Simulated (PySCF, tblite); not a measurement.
# HBr: changes of charge

What do calculations give for the changes of charge of HBr (`Br`)?

Programs: tblite 0.8.0 and PySCF 2.14.0, with routines of our own; each step states its level. All values are computed. Atoms count from 0.

## Step 1: The starting structure

2 atoms, charge 0, multiplicity 1; geometry from: start built from the parent or by distance geometry.

## Step 2: Relaxing the molecule with GFN2-xTB

Job settings and geometry (Å):

```
{"job": {"kind": "relax", "xc": "GFN2-xTB", "basis": "xTB"}, "charge": 0, "multiplicity": 1}
Br     0.775700    -0.006100    -0.005300
H     -0.770200     0.008700    -0.023000
```

Command:

```bash
> OMP_NUM_THREADS=1 python redox_run.py task.json out
```

The driver reads the jobs from task.json and runs them one after another.

The log of the run:

```text
step      E/eV     max force
  0    -124.71165    1.825
  1    -124.79554    1.365
  2    -124.81993    1.580
  3    -124.86123    0.389
  4    -124.86518    0.087
  5    -124.86537    0.007
```

It took 0.01 s on 1 thread of Arm Neoverse V1, shared host.

Step by step:

```
step  energy from step 0 (eV)  largest force (eV/Å)
   0                   0.0000                1.8252
   1                  -0.0839                1.3652
   2                  -0.1083                1.5802
   3                  -0.1496                0.3890
   4                  -0.1535                0.0870
   5                  -0.1537                0.0070
```

The bond:

```
  bond  before (Å)  after (Å)  change (Å)
Br0–H1       1.546      1.401      -0.145
```

The end geometry stands in the next job.

## Step 3: Harmonic vibrations with GFN2-xTB

Job settings and geometry (Å):

```
{"job": {"kind": "ir", "xc": "GFN2-xTB", "basis": "xTB"}, "charge": 0, "multiplicity": 1}
Br     0.703307    -0.005426    -0.006112
H     -0.697793     0.007962    -0.022185
```

The log of the run:

```text
mode    cm-1     km/mol
  1    2349.8    453.41
ZPE 14.055  H(298)-E 22.732  G(298)-E -36.374 kJ/mol  S 198.24 J/(mol K)
```

It took 0.05 s on 1 thread of Arm Neoverse V1, shared host.

The strongest bands and the atoms that carry them (share of the mass-weighted mode):

```
cm⁻¹  km/mol    atoms
2350   453.4  H1 99 %
```

## Step 4: Geometry optimisation at PBE0-D3(BJ)/def2-SVP

Job settings and geometry (Å):

```
{"job": {"xc": "PBE0", "basis": "def2-SVP", "d3": "d3bj", "grid": 1, "kind": "geom"}, "charge": 0, "multiplicity": 1}
Br     0.703307    -0.005426    -0.006112
H     -0.697793     0.007962    -0.022185
```

The log of the run:

```text
step   0  E = -2574.14464293  max force = 0.011311
step   1  E = -2574.14483217  max force = 0.004012
step   2  E = -2574.14486225  max force = 0.000210
step   3  E = -2574.14486232  max force = 0.000003
optimisation converged
```

Run time: 1.4 s. Hardware: 1 thread of Arm Neoverse V1, shared host.

Along the way:

```
step  energy from step 0 (eV)  largest force component (eV/Å)
   0                   0.0000                          0.5816
   1                  -0.0051                          0.2063
   2                  -0.0060                          0.0108
   3                  -0.0060                          0.0002
```

The bond:

```
  bond  before (Å)  after (Å)  change (Å)
Br0–H1       1.401      1.422      +0.021
```

The final coordinates are the input of the step that follows.

```
                         at the end point         value
  point group (found at 0.08 Å tolerance)         Cinfv
rotational constants (GHz, main isotopes)  251.1, 251.1
                        dipole moment (D)          1.08
```

## Step 5: Harmonic vibrations (HBr): PBE0-D3(BJ)/def2-SVP

Job settings and geometry (Å):

```
{"job": {"xc": "PBE0", "basis": "def2-SVP", "d3": "d3bj", "grid": 2, "kind": "hessian"}, "charge": 0, "multiplicity": 1}
Br     0.713900    -0.005381    -0.006252
H     -0.708042     0.007782    -0.022050
```

The log of the run:

```text
coarse grid: 9808 points
cycle   1  E = -2574.1366056219  dE = -1.097e+00  |g| = 1.528e-01  |ddm| = 1.133e+00
cycle   2  E = -2574.1399157398  dE = -3.310e-03  |g| = 1.192e-01  |ddm| = 3.661e-01
cycle   3  E = -2574.1447927234  dE = -4.877e-03  |g| = 2.420e-02  |ddm| = 1.719e-01
cycle   4  E = -2574.1448619807  dE = -6.926e-05  |g| = 1.723e-03  |ddm| = 1.483e-02
cycle   5  E = -2574.1448622532  dE = -2.726e-07  |g| = 5.802e-04  |ddm| = 1.494e-03
final grid: 18448 points
cycle   6  E = -2574.1448434440  dE = -3.220e-08  |g| = 4.598e-04  |ddm| = 9.156e-04
cycle   7  E = -2574.1448434588  dE = -1.484e-08  |g| = 3.629e-04  |ddm| = 6.582e-04
cycle   8  E = -2574.1448434802  dE = -2.143e-08  |g| = 8.922e-06  |ddm| = 2.730e-04
cycle   9  E = -2574.1448434803  dE = -1.955e-11  |g| = 3.319e-06  |ddm| = 1.698e-05
converged SCF energy = -2574.1448434803

mode    cm-1
  1    2689.1
ZPE 16.084  H(298)-E 24.761  G(298)-E -34.418 kJ/mol  S 198.49 J/(mol K)
```

It took 2.6 s on 1 thread of Arm Neoverse V1, shared host.

Zero-point energy 16.08 kJ/mol (xTB gave 14.05).

## Step 6: Single point (HBr): wB97X-D3(BJ)/ma-def2-TZVP

Geometry: PBE0-D3(BJ)/def2-SVP.

Job settings and geometry (Å):

```
{"job": {"kind": "sp", "xc": "wB97X", "basis": "ma-def2-TZVP", "d3": "d3bj", "grid": 2}, "charge": 0, "multiplicity": 1}
Br     0.713900    -0.005381    -0.006252
H     -0.708042     0.007782    -0.022050
```

The log of the run:

```text
coarse grid: 9808 points
cycle   1  E = -2574.6574097688  dE = -1.122e+00  |g| = 2.956e-01  |ddm| = 1.014e+00
cycle   2  E = -2574.6708034933  dE = -1.339e-02  |g| = 1.550e-01  |ddm| = 2.756e-01
cycle   3  E = -2574.6740172101  dE = -3.214e-03  |g| = 9.880e-03  |ddm| = 8.040e-02
cycle   4  E = -2574.6740648240  dE = -4.761e-05  |g| = 3.759e-03  |ddm| = 1.539e-02
cycle   5  E = -2574.6740702253  dE = -5.401e-06  |g| = 1.990e-03  |ddm| = 6.233e-03
final grid: 18448 points
cycle   6  E = -2574.6740671179  dE = -6.247e-07  |g| = 1.474e-03  |ddm| = 2.283e-03
cycle   7  E = -2574.6740672644  dE = -1.465e-07  |g| = 1.138e-03  |ddm| = 1.395e-03
cycle   8  E = -2574.6740673735  dE = -1.091e-07  |g| = 5.793e-05  |ddm| = 5.223e-04
cycle   9  E = -2574.6740673758  dE = -2.232e-09  |g| = 2.334e-05  |ddm| = 1.227e-04
converged SCF energy = -2574.6740673758
```

It took 0.5 s on 1 thread of Arm Neoverse V1, shared host.

## Step 7: Single point (HBr+ (doublet)): wB97X-D3(BJ)/ma-def2-TZVP

Geometry: PBE0-D3(BJ)/def2-SVP, that of another charge or spin state.

Job settings and geometry (Å):

```
{"job": {"kind": "sp", "xc": "wB97X", "basis": "ma-def2-TZVP", "d3": "d3bj", "grid": 2}, "charge": 1, "multiplicity": 2}
Br     0.713900    -0.005381    -0.006252
H     -0.708042     0.007782    -0.022050
```

The log of the run:

```text
final grid: 18448 points
cycle   1  E = -2574.2338835044  dE = -3.484e-02  |g| = 1.621e-01  |ddm| = 4.194e-01
cycle   2  E = -2574.2370142426  dE = -3.131e-03  |g| = 1.241e-01  |ddm| = 1.718e-01
cycle   3  E = -2574.2389924604  dE = -1.978e-03  |g| = 4.429e-03  |ddm| = 4.947e-02
cycle   4  E = -2574.2390078473  dE = -1.539e-05  |g| = 1.333e-03  |ddm| = 5.963e-03
cycle   5  E = -2574.2390093609  dE = -1.514e-06  |g| = 2.713e-04  |ddm| = 2.619e-03
cycle   6  E = -2574.2390094367  dE = -7.578e-08  |g| = 1.058e-04  |ddm| = 3.275e-04
cycle   7  E = -2574.2390094577  dE = -2.104e-08  |g| = 3.032e-05  |ddm| = 2.292e-04
cycle   8  E = -2574.2390094601  dE = -2.381e-09  |g| = 5.507e-06  |ddm| = 8.649e-05
converged SCF energy = -2574.2390094601
```

Wall time 0.72 s (1 thread of Arm Neoverse V1, shared host).

## Step 8: Optimising the geometry with GFN2-xTB

This step treats HBr+ (doublet), labelled `[BrH+]` (the label fixes atoms and charge, not where charge and spin sit).

Job settings and geometry (Å):

```
{"job": {"kind": "relax", "xc": "GFN2-xTB", "basis": "xTB"}, "charge": 1, "multiplicity": 2}
Br     0.730100    -0.011500    -0.011500
H     -0.718800     0.016400    -0.045100
```

The log of the run:

```text
step      E/eV     max force
  0    -108.10919    0.002
```

Run time: 0.01 s. Hardware: 1 thread of Arm Neoverse V1, shared host.

The bond:

```
  bond  before (Å)  after (Å)  change (Å)
Br0–H1       1.450      1.450      +0.000
```

The end geometry stands in the next job.

## Step 9: Vibrational analysis with GFN2-xTB

Job settings and geometry (Å):

```
{"job": {"kind": "ir", "xc": "GFN2-xTB", "basis": "xTB"}, "charge": 1, "multiplicity": 2}
Br     0.730143    -0.011499    -0.011534
H     -0.718772     0.016436    -0.045065
```

The log of the run:

```text
mode    cm-1     km/mol
  1    1960.0      0.48
ZPE 11.723  H(298)-E 20.401  G(298)-E -42.311 kJ/mol  S 210.34 J/(mol K)
```

Run time: 0.05 s. Hardware: 1 thread of Arm Neoverse V1, shared host.

Which atoms move in the most intense modes:

```
cm⁻¹  km/mol    atoms
1960     0.5  H1 99 %
```

## Step 10: Relaxing the molecule at PBE0-D3(BJ)/def2-SVP

This step treats HBr+ (doublet), labelled `[BrH+]` (the label fixes atoms and charge, not where charge and spin sit).

Job settings and geometry (Å):

```
{"job": {"xc": "PBE0", "basis": "def2-SVP", "d3": "d3bj", "grid": 1, "kind": "geom"}, "charge": 1, "multiplicity": 2}
Br     0.730143    -0.011499    -0.011534
H     -0.718772     0.016436    -0.045065
```

The log of the run:

```text
step   0  E = -2573.71508378  max force = 0.003222
step   1  E = -2573.71509738  max force = 0.001958
step   2  E = -2573.71510580  max force = 0.000036
optimisation converged
```

Wall time 1.4 s (1 thread of Arm Neoverse V1, shared host).

Step by step:

```
step  energy from step 0 (eV)  largest force component (eV/Å)
   0                   0.0000                          0.1657
   1                  -0.0004                          0.1007
   2                  -0.0006                          0.0019
```

The bond:

```
  bond  before (Å)  after (Å)  change (Å)
Br0–H1       1.450      1.457      +0.007
```

The end geometry stands in the next job.

```
                         at the end point         value
  point group (found at 0.08 Å tolerance)         Cinfv
rotational constants (GHz, main isotopes)  239.3, 239.3
                                     ⟨S²⟩         0.753
```

## Step 11: Harmonic vibrations (HBr+ (doublet), [BrH+]): PBE0-D3(BJ)/def2-SVP

Job settings and geometry (Å):

```
{"job": {"xc": "PBE0", "basis": "def2-SVP", "d3": "d3bj", "grid": 2, "kind": "hessian"}, "charge": 1, "multiplicity": 2}
Br     0.733855    -0.011039    -0.011873
H     -0.722430     0.015973    -0.044728
```

The log of the run:

```text
coarse grid: 9808 points
cycle   1  E = -2573.6899982004  dE = -6.695e-01  |g| = 2.132e-01  |ddm| = 1.033e+00
cycle   2  E = -2573.7093150939  dE = -1.932e-02  |g| = 1.588e-01  |ddm| = 5.163e-01
cycle   3  E = -2573.7150297779  dE = -5.715e-03  |g| = 1.365e-02  |ddm| = 1.367e-01
cycle   4  E = -2573.7150982692  dE = -6.849e-05  |g| = 3.019e-03  |ddm| = 1.840e-02
cycle   5  E = -2573.7151044392  dE = -6.170e-06  |g| = 1.258e-03  |ddm| = 4.488e-03
final grid: 18448 points
cycle   6  E = -2573.7150869145  dE = -7.120e-07  |g| = 1.017e-03  |ddm| = 2.615e-03
cycle   7  E = -2573.7150871659  dE = -2.514e-07  |g| = 8.850e-04  |ddm| = 2.028e-03
cycle   8  E = -2573.7150875577  dE = -3.918e-07  |g| = 7.564e-05  |ddm| = 9.027e-04
cycle   9  E = -2573.7150875671  dE = -9.451e-09  |g| = 4.097e-05  |ddm| = 1.704e-04
cycle  10  E = -2573.7150875697  dE = -2.537e-09  |g| = 2.899e-06  |ddm| = 1.178e-04
cycle  11  E = -2573.7150875697  dE = -2.638e-11  |g| = 4.800e-07  |ddm| = 1.026e-05
converged SCF energy = -2573.7150875697

mode    cm-1
  1    2475.4
ZPE 14.806  H(298)-E 23.483  G(298)-E -39.252 kJ/mol  S 210.41 J/(mol K)
```

Run time: 4.1 s. Hardware: 1 thread of Arm Neoverse V1, shared host.

Zero-point energy 14.81 kJ/mol (xTB gave 11.72).

## Step 12: Single point (HBr): wB97X-D3(BJ)/ma-def2-TZVP

Geometry: PBE0-D3(BJ)/def2-SVP, that of another charge or spin state.

Job settings and geometry (Å):

```
{"job": {"kind": "sp", "xc": "wB97X", "basis": "ma-def2-TZVP", "d3": "d3bj", "grid": 2}, "charge": 0, "multiplicity": 1}
Br     0.733855    -0.011039    -0.011873
H     -0.722430     0.015973    -0.044728
```

The log of the run:

```text
coarse grid: 9808 points
cycle   1  E = -2574.6558824749  dE = -1.144e+00  |g| = 2.970e-01  |ddm| = 1.006e+00
cycle   2  E = -2574.6699335030  dE = -1.405e-02  |g| = 1.542e-01  |ddm| = 2.818e-01
cycle   3  E = -2574.6732923263  dE = -3.359e-03  |g| = 9.726e-03  |ddm| = 8.295e-02
cycle   4  E = -2574.6733417323  dE = -4.941e-05  |g| = 3.279e-03  |ddm| = 1.529e-02
cycle   5  E = -2574.6733473335  dE = -5.601e-06  |g| = 1.736e-03  |ddm| = 6.412e-03
final grid: 18448 points
cycle   6  E = -2574.6733435672  dE = -4.145e-07  |g| = 1.353e-03  |ddm| = 2.036e-03
cycle   7  E = -2574.6733436702  dE = -1.030e-07  |g| = 1.062e-03  |ddm| = 1.250e-03
cycle   8  E = -2574.6733437586  dE = -8.845e-08  |g| = 4.606e-05  |ddm| = 4.772e-04
cycle   9  E = -2574.6733437602  dE = -1.564e-09  |g| = 1.710e-05  |ddm| = 1.103e-04
converged SCF energy = -2574.6733437602
```

Run time: 0.47 s. Hardware: 1 thread of Arm Neoverse V1, shared host.

## Step 13: Single point (HBr+ (doublet), [BrH+]): wB97X-D3(BJ)/ma-def2-TZVP

Geometry: PBE0-D3(BJ)/def2-SVP.

Job settings and geometry (Å):

```
{"job": {"kind": "sp", "xc": "wB97X", "basis": "ma-def2-TZVP", "d3": "d3bj", "grid": 2}, "charge": 1, "multiplicity": 2}
Br     0.733855    -0.011039    -0.011873
H     -0.722430     0.015973    -0.044728
```

The log of the run:

```text
final grid: 18448 points
cycle   1  E = -2574.2339780149  dE = -3.506e-02  |g| = 1.639e-01  |ddm| = 4.212e-01
cycle   2  E = -2574.2372375828  dE = -3.260e-03  |g| = 1.261e-01  |ddm| = 1.755e-01
cycle   3  E = -2574.2393140342  dE = -2.076e-03  |g| = 4.549e-03  |ddm| = 5.076e-02
cycle   4  E = -2574.2393302986  dE = -1.626e-05  |g| = 1.382e-03  |ddm| = 6.077e-03
cycle   5  E = -2574.2393320090  dE = -1.710e-06  |g| = 3.091e-04  |ddm| = 2.709e-03
cycle   6  E = -2574.2393321200  dE = -1.111e-07  |g| = 1.308e-04  |ddm| = 3.875e-04
cycle   7  E = -2574.2393321572  dE = -3.714e-08  |g| = 3.802e-05  |ddm| = 3.067e-04
cycle   8  E = -2574.2393321612  dE = -4.012e-09  |g| = 6.257e-06  |ddm| = 1.163e-04
converged SCF energy = -2574.2393321612
```

Wall time 0.73 s (1 thread of Arm Neoverse V1, shared host).

## Step 14: Changes of charge: wB97X-D3(BJ)/ma-def2-TZVP

This step combines the energies above: geometries from PBE0-D3(BJ)/def2-SVP, zero-point and thermal terms from PBE0-D3(BJ)/def2-SVP.

Job settings and geometry (Å):

```
{"job": {"kind": "rx", "dirs": [1], "geom": {"xc": "PBE0", "basis": "def2-SVP", "d3": "d3bj", "grid": 1}, "hess": 1, "level": {"xc": "wB97X", "basis": "ma-def2-TZVP", "d3": "d3bj"}}, "charge": 0, "multiplicity": 1}
Br     0.713900    -0.005381    -0.006252
H     -0.708042     0.007782    -0.022050
```

Output (the driver's rows laid out field by field):

```text
ionisation and electron attachment, wB97X-D3(BJ)/ma-def2-TZVP // PBE0-D3(BJ)/def2-SVP

row 1
  change                  oxidation
  charge                  1
  multiplicity            2
  vertical_ev             11.8385
  vertical_s2             0.753
  formula                 BrH
  smiles                  [BrH+]
  kept                    yes
  pieces                  1
  point_group             Cinfv
  adiabatic_electronic_ev 11.8297
  adiabatic_ev            11.8165
  free_energy_ev          11.7796
  s2                      0.753
  bonds_moved             0 1 1.422 1.457
  spin_on                 0 Br 1.02
  charge_moved            0 Br 0.888; 1 H 0.112
  vertical_back_ev        11.8101
  relaxation_parent_ev    0.0197
  relaxation_ion_ev       0.0088
  reorganisation_ev       0.0285
```

It took 12 s on 1 thread of Arm Neoverse V1, shared host.

Energy taken up on oxidation, or given off on reduction (eV; adiabatic with zero-point energy):

```
                    change  product  vertical  adiabatic  free energy  reorganisation  ⟨S²⟩
oxidation (multiplicity 2)   [BrH+]     11.84      11.82        11.78            0.03  0.75
```

On oxidation to multiplicity 2 charge changes most on Br0 (+0.89 e), H1 (+0.11 e); the spin sits on Br0 (1.02); the bond Br0–H1 goes from 1.422 to 1.457 Å.

## Step 15: Outcome

```
                                     quantity                                  value
    strongest single infrared mode (GFN2-xTB)                  2350 cm⁻¹, 453 km/mol
                 zero-point energy (GFN2-xTB)                           3.4 kcal/mol
                                  point group                                  Cinfv
         rotational constants (main isotopes)                     251.12, 251.12 GHz
ionisation energy (wB97X-D3(BJ)/ma-def2-TZVP)  vertical 11.84 eV, adiabatic 11.82 eV
```

**Reading.** The one mode is real. GFN2-xTB is a fitted tight-binding method: band positions and strengths are rough. Its intensities can rank the bands wrongly. Relaxing lowered the energy by 0.006 eV in 3 steps; the close pair that moved most is Br0–H1, from 1.401 to 1.422 Å (PBE0/def2-SVP). Steps that list no spin-orbit terms leave them out, which matters at and beside the heavy atoms. At wB97X-D3(BJ)/ma-def2-TZVP, relaxation with the zero-point term after oxidation moves the energy taken up from 11.84 eV (vertical) to 11.82 eV (adiabatic, with zero-point energy).
